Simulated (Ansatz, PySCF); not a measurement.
**How the cohesive energy of zinc-blende BAs moves with the method**

No measured value is used here.

```json
[
 {"level (code)": "LDA (Ansatz)", "value (eV/atom)": "5.61", "cell (Å³/atom)": "13.25"},
 {"level (code)": "PBE (Ansatz)", "value (eV/atom)": "4.64", "cell (Å³/atom)": "13.90"},
 {"level (code)": "PBE-D3(BJ) (Ansatz)", "value (eV/atom)": "4.96", "cell (Å³/atom)": "13.52"},
 {"level (code)": "Hartree–Fock (PySCF)", "value (eV/atom)": "2.70 ± 0.1", "cell (Å³/atom)": "13.95"},
 {"level (code)": "MP2 (PySCF)", "value (eV/atom)": "4.88 ± 0.2", "cell (Å³/atom)": "13.33"}
]
```

Free atoms are spin-polarised, in the lowest state found; at levels without +SOC their spin–orbit coupling is left out.  A ± on a computed value is a rough bar: the spread of its extrapolation, a floor set from checks against published values, or a statistical error. Each level is taken at its own relaxed cell. Ansatz's density-functional and Hartree–Fock values are scalar-relativistic unless marked +SOC, with PAW data made under PBE.

Ansatz is a program for electronic structure.
